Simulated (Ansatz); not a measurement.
C2H5NOS (`NCC(O)=S`). Charge 0, multiplicity 1. Geometry: relaxed with PBE0-D4/def2-TZVP. It is one conformer, not always the lowest.

```xyz
10

N    -0.669   -0.506    1.334
C    -0.418   -0.711   -0.072
C     0.500    0.272   -0.759
O     0.373    1.498   -0.260
S     1.499   -0.087   -1.991
H     0.188   -0.583    1.867
H    -1.045    0.418    1.504
H    -1.371   -0.664   -0.614
H    -0.022   -1.711   -0.242
H     0.965    2.074   -0.767
```

(1) What is the dipole moment at r2SCAN/def2-TZVPP? (Best estimate.)

(2) And with PBE, B3LYP, ωB97M-V? (An estimate is asked.)

(3) Give the Mulliken charges with r2SCAN, PBE, ωB97M-V in def2-TZVPP. (Estimate.)

## Answers

(1) The calculation gave: 2.10 D, with components (-0.39, 1.60, 1.30) D in this frame, pointing from negative to positive charge.

(2) Ansatz gave: PBE 2.01 D, B3LYP 1.94 D, ωB97M-V 1.96 D.

(3) Ansatz gave: 
```
atom  r2SCAN    PBE  ωB97M-V
  N1   -0.35  -0.31    -0.27
  C2    0.09  -0.04    -0.07
  C3    0.18   0.16     0.15
  O4   -0.26  -0.19    -0.23
  S5   -0.29  -0.30    -0.24
  H6    0.14   0.14     0.11
  H7    0.14   0.15     0.11
  H8    0.06   0.10     0.12
  H9    0.07   0.10     0.12
 H10    0.22   0.20     0.20
```

B3LYP here is the variant with VWN-RPA as its local correlation; programs differ in this.
